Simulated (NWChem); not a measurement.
Species: NO$_{2}$, doublet; SMILES [O]N=O

Results from NWChem. Spin-unrestricted. In the optimisation the excess spin sits in a1 (C2v, its own frame). Coordinates come from a PBE0/def2-SVP, spin-unrestricted optimisation. No stability test was run on the SCF state. Vertical excitations in the gas phase; the lowest state need not have the same character in each row. Excited states of an open shell can be spin-contaminated.

For level PBE/def2-SVPD, TDA:

lowest empty minus highest occupied level, either spin (eV): 1.42

Estimate the same quantities for level LRC-wPBEh/def2-SVPD, TDA.


- lowest empty minus highest occupied level, either spin (eV) = 8.24
